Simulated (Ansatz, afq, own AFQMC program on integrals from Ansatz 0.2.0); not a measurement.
# SiGeS, triplet: AFQMC among the cluster methods

```xyz
3

Ge    0.4832    0.0000    0.8394
Si   -1.4422    0.0000   -0.4422
S     0.1686    0.0000   -1.5144
```

Connectivity, by distances: Ge–Si–S, closed to a ring.

Basis cc-pVDZ. Noble-gas cores (and the filled d shells of Ga–Kr and In–Xe) are frozen. AFQMC by an in-house program on the Cholesky factors that Ansatz 0.2.0 writes for its CCSD(T) run. The CISD trial takes its coefficients from CCSD amplitudes. Released means that phaseless walkers are propagated on without the constraint, phases kept. ± is one standard error of the sampling. No spin–orbit coupling.

Determinant: UHF, the one that the program's search chose, which needn't be the lowest solution. The geometry is a point of a scan.

No full CI on the walks' own integrals is used here; CCSDT(Q) serves as the reference and is uncertain by about the last step of the cluster series.

Cautions: no relativity below Rb; no spin-orbit coupling; inner d shell frozen; lower spins were not checked; unrestricted determinant slightly spin contaminated (⟨S²⟩ 2.07 against 2.00).

The T1 diagnostic is 0.0316, the weight of the determinant in the CISD state is 0.809 and the ⟨S²⟩ of the determinant is 2.073. The size of the correlated space is 14 electrons in 39 orbitals.

```tsv
level	correlation energy (eV)
MP2	-7.0495
CCSD	-7.9627
CCSD(T)	-8.3368
```

(1) Estimate where phaseless AFQMC with a CISD trial lies against CCSD(T) on the same integrals.

(1) 5.3 ± 1.6 kJ/mol below CCSD(T).

Reference: CCSDT(Q), correlation energy -8.415 eV. The released energy is read at 2.40 1/Eh (meV from the phaseless value at times in 1/Eh: 0 ± 21 at 0.24, 16 ± 18 at 0.51, -45 ± 18 at 0.99, -26 ± 23 at 1.62, 12 ± 31 at 2.40).

```csv
level,E − E(reference) (kJ/mol),share of correlation (%)
CCSD(T),7.5,99.07
CCSDT,3.4,99.58
ph-AFQMC/HF,7.5 ± 6.4,99.07
ph-AFQMC/CISD,2.2 ± 1.6,99.73
released AFQMC,3.4 ± 3.0,99.59
```

A walk keeps the symmetry of its determinant, which the program's search chose and which needn't be the lowest solution, so a lower state of the same spin and another symmetry isn't excluded. Released energies are given only where the last usable release times agree within the noise; a slower fall can still hide under it.
